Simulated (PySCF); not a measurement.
Compound: C4H3FN (doublet state).
Z-matrix (Å and degrees, GFN2-xTB geometry), rows numbered from 1:
```
F 
C   1  1.3379
C   2  1.3642  1  120.42
C   3  1.3649  2  122.71  1   179.99
C   4  1.3551  3  160.70  2  -179.80
N   5  1.3101  4   67.45  3   179.93
H   2  1.0772  1  113.78  3   179.98
H   3  1.0821  2  119.01  1     0.11
H   5  1.0647  4  150.32  6  -179.98
```

The hyperfine couplings belong to this conformer and change with its torsions.

The species is `F/C=C/[C]1C=N1` [radical].

Level of theory: UKS B3LYP, pcH-1 on C F H N, non-relativistic, mean-field spin-orbit, GIAO in PySCF 2.14.0. Geometry: GFN2-xTB, one conformer, isolated molecule. Couplings are sensitive to structure, and on GFN2-xTB geometries they can be far from those on DFT ones. The SCF solution wasn't tested for stability. ⟨S²⟩ is 0.793 where a pure state has 0.75.

Principal values of hyperfine tensors in MHz (contact and dipolar terms together), for some of the nuclei:

```
atom  isotope      A1      A2      A3
  F1      19F  -73.65  -48.08  371.88
  C2      13C    8.00    8.38  147.85
  C3      13C  -67.41  -32.20  -28.06
  H7       1H  -57.29  -40.97  -18.75
  C5      13C  -59.34  -25.76  -17.54
  N6      14N   -7.04   -5.51   60.05
  H8       1H    4.39    7.76   14.19
  H9       1H    4.11    7.17    9.40
```

Question: Split each tensor into its isotropic and traceless parts, and turn a_iso into mT with g = 2.0036.

Answer: a_iso is a third of the trace, T = A − a_iso, and a(mT) = a(MHz)/(g × 13.996).

```json
{"atom": "F1", "a_iso (MHz)": "83.38", "a_iso (mT)": "2.973", "T1": "-157.03", "T2": "-131.46", "T3": "288.49"}
{"atom": "C2", "a_iso (MHz)": "54.74", "a_iso (mT)": "1.952", "T1": "-46.75", "T2": "-46.36", "T3": "93.11"}
{"atom": "C3", "a_iso (MHz)": "-42.56", "a_iso (mT)": "-1.518", "T1": "-24.86", "T2": "10.36", "T3": "14.50"}
{"atom": "H7", "a_iso (MHz)": "-39.00", "a_iso (mT)": "-1.391", "T1": "-18.28", "T2": "-1.97", "T3": "20.25"}
{"atom": "C5", "a_iso (MHz)": "-34.21", "a_iso (mT)": "-1.220", "T1": "-25.13", "T2": "8.46", "T3": "16.68"}
{"atom": "N6", "a_iso (MHz)": "15.83", "a_iso (mT)": "0.565", "T1": "-22.87", "T2": "-21.35", "T3": "44.22"}
{"atom": "H8", "a_iso (MHz)": "8.78", "a_iso (mT)": "0.313", "T1": "-4.39", "T2": "-1.02", "T3": "5.41"}
{"atom": "H9", "a_iso (MHz)": "6.90", "a_iso (mT)": "0.246", "T1": "-2.78", "T2": "0.28", "T3": "2.50"}
```

Question: What spin density at the nucleus of C2 lies behind its contact coupling (g_N = 1.40482)?

Answer: a_FC = (2μ0/3) gₑ μB g_N μN ρ(0)/(2S·h) = 800.24 MHz × g_N × ρ(0)/(2S), with ρ in bohr⁻³. With a_FC = 54.74 MHz and 2S = 1, ρ(0) = 0.0487 bohr⁻³.

Question: C4 (13C, g_N = 1.40482) isn't in the table. Its spin density at the nucleus is 0.03969 bohr⁻³. What is its contact coupling?

Answer: By the same relation, a_FC = 44.6 MHz. Its full tensor has the principal values 5.31, 7.27, 121.29 MHz.

Question: Which nucleus of the table has the largest anisotropic coupling, and what is its form?

Answer: F1: -157.0, -131.5, 288.5 MHz, rhombic: the two smaller values differ by 9 % of the largest.

Question: What first-order splitting does F1 cause when the field lies along A1, A2 or A3 of its tensor (g taken as isotropic, no quadrupole term)?

Answer: 2 lines (I = 1/2), spaced by |A_i|/(g × 13.996): 2.63, 1.71, 13.26 mT along the axes of A1, A2 and A3.

The SMILES draws the unpaired electron on C4; the largest computed Mulliken spin population is on C2 (0.52 against 0.41).
